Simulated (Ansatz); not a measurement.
AlH3SO, closed shell: at a first-order saddle point.

in.yaml

```yaml
crystal:
  periodic: [false, false, false]
  atoms:
    - {symbol: Al, position_ang: [-0.387051, 0.234875, 0.892246]}
    - {symbol: S, position_ang: [1.185581, 0.288741, -1.060192]}
    - {symbol: H, position_ang: [0.929982, 1.205482, 0.449528]}
    - {symbol: O, position_ang: [-1.847520, -0.484640, 0.421120]}
    - {symbol: H, position_ang: [2.095753, -0.319481, -0.282728]}
    - {symbol: H, position_ang: [-1.976746, -0.924877, -0.419974]}
basis:
  gaussian: {orbitals: def2-TZVPP}
hamiltonian: {xc: {name: BLYP}, dispersion: d4}
```

Command:

```bash
ansatz run in.yaml --threads 2 --pin off --events-out ev --progress --plain --max-ram 4352MiB
```

Output of Ansatz 0.2.0:

```
Functional definition: BLYP
  name "BLYP"
  cite "Becke, Phys. Rev. A 38, 3098 (1988) doi:10.1103/PhysRevA.38.3098"
  cite "Lee, Yang & Parr, Phys. Rev. B 37, 785 (1988) doi:10.1103/PhysRevB.37.785"
  parameter beta = 0.0042
  parameter a = 0.04918
  parameter b = 0.132
  parameter c = 0.2533
  parameter d = 0.349
  exchange = b88_x(beta = beta)
  correlation = lyp_c(a = a, b = b, c = c, d = d)
881 factors; their error is unknown
mean field evaluation 1: about -19519.4683 eV, gradient 7.4e1 eV
mean field evaluation 2: about -19441.4000 eV, gradient 1.8e2 eV
mean field evaluation 4: about -19524.6934 eV, gradient 3.5e1 eV
mean field evaluation 8: about -19529.5472 eV, gradient 4.6e-1 eV
mean field evaluation 16: about -19529.5399 eV, gradient 6.3e-4 eV
mean field -19529.53987080 eV, -717.6973526543 hartree, gradient 2.4e-5 eV, S^2 0.000000; 0 other end points of the search recorded, 0 dependent functions left out
reference -19529.54017092 eV, -717.6973636837 hartree; 20, 20 occupied and 137, 137 virtual orbitals, 881 factors
Total energy: -19529.76155817 eV, -717.7054995149 hartree
```

The run took about 1.3 s on 2 CPU threads of an Intel Xeon Platinum 8375C (shared host).
